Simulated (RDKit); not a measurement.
RDKit input (MMFF94):

```python
from rdkit import Chem
from rdkit.Chem import AllChem, rdDetermineBonds

mol = Chem.MolFromXYZFile('mol.xyz')
rdDetermineBonds.DetermineBonds(mol, charge=0)
print('SMILES', Chem.MolToSmiles(Chem.RemoveHs(mol)))
ff = AllChem.MMFFGetMoleculeForceField(mol, AllChem.MMFFGetMoleculeProperties(mol))
e0 = ff.CalcEnergy()
flag = ff.Minimize(maxIts=5000, forceTol=1e-5)
print(f'energy {e0:.4f} -> {ff.CalcEnergy():.4f} kcal/mol, converged: {flag == 0}')
print(Chem.MolToXYZBlock(mol))
```
mol.xyz:
```
5

Si    -0.00000000    -0.00000000     0.00000000
H      0.87559489     0.85467525     0.83309847
H     -0.82219976    -0.86546541     0.87529791
H     -0.88619780     0.85452031    -0.82197187
H      0.83280267    -0.84373015    -0.88642451
```

Output:

```
SMILES [SiH4]
energy 0.0348 -> 0.0201 kcal/mol, converged: True
5

Si    -0.000000    0.000000    0.000000
H      0.878395    0.857408    0.835763
H     -0.824829   -0.868233    0.878097
H     -0.889031    0.857253   -0.824601
H      0.835465   -0.846428   -0.889259
```

The geometry given is a B3LYP-D3(BJ)/def2-TZVP minimum.
